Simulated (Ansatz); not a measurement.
Born–Oppenheimer molecular dynamics of Cl + H4Si (6 atoms, charge -1, multiplicity 1). It starts from a relaxed structure.

Level of theory: RHF/def2-SVP in Ansatz 0.2.0.

| Property | Result |
| --- | --- |
| ensemble | NVT, Langevin thermostat |
| time step | 0.5 fs |
| steps asked | 266 |
| set temperature | 300 K |
| friction | 0.005 /fs |
| seed | 970948 |

First frame:

```xyz
6
Properties=species:S:1:pos:R:3
Cl -0.202 0.825 -2.397
Si 0.029 -0.120 0.349
H 0.935 1.046 0.377
H 0.151 -0.618 1.794
H 0.503 -1.304 -0.396
H -1.417 0.171 0.273
```

How far do the bonds stretch over the last three quarters of this one trajectory? (Pairs bonded in most of those frames.)


```json
{"bond": "Si2–H3", "mean (Å)": "1.483", "spread (Å)": "0.021", "shortest": "1.45", "longest": "1.52"}
{"bond": "Si2–H4", "mean (Å)": "1.518", "spread (Å)": "0.015", "shortest": "1.49", "longest": "1.55"}
{"bond": "Si2–H5", "mean (Å)": "1.477", "spread (Å)": "0.033", "shortest": "1.42", "longest": "1.53"}
{"bond": "Si2–H6", "mean (Å)": "1.479", "spread (Å)": "0.042", "shortest": "1.41", "longest": "1.56"}
```

Mean temperature of the second half: 201 K. The mean temperature of the second half is 33 % below the set value. A run of 0.13 ps of so small a system gives no equilibrium averages. Limits of this set-up: an anion without diffuse functions.

Run time: 76 s on 1 thread of Arm Neoverse V2, on a shared host, peak memory 0.088 GiB.
